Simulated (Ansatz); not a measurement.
# Strength of the O–C bond: C4H8O2 → C2H5O + C2H3O

Species: C4H8O2 `C=COCOC`, singlet; C2H5O (methoxymethyl) `[CH2]OC`, doublet; C2H3O `C=C[O]`, doublet. 

Shapes, held fixed at every level: PBE0-D4/def2-TZVP. Flexible molecules stand in one conformer, not always the lowest. Programs: Ansatz 0.2.0. Electronic energies: no zero-point or thermal term.

| level | kind | ΔE (kJ/mol) |
| --- | --- | --- |
| HF/def2-TZVPP | Hartree–Fock | +166.6 |
| PBE-D4/def2-TZVPP | GGA | +285.3 |
| r2SCAN-D4/def2-TZVPP | meta-GGA | +267.4 |
| B3LYP-D4/def2-TZVPP | global hybrid | +274.9 |
| PBE0-D4/def2-TZVPP | global hybrid | +286.4 |
| wB97M-V/def2-TZVPP | range-separated hybrid | +299.7 |
| wB97X-V/def2-TZVPP | range-separated hybrid | +295.5 |
| B2PLYP/def2-TZVPP | double hybrid | +282.1 |

B2PLYP/def2-TZVPP gives ΔE = +282.1 kJ/mol; the levels span +166.6 to +299.7. The median of the levels is +283.7. Hartree–Fock misses the correlation of the pair that is broken and comes out low. No measured value is set beside it here. Spin contamination: C2H3O (⟨S²⟩ up to 0.92). Open shells run unrestricted unless RO is named.
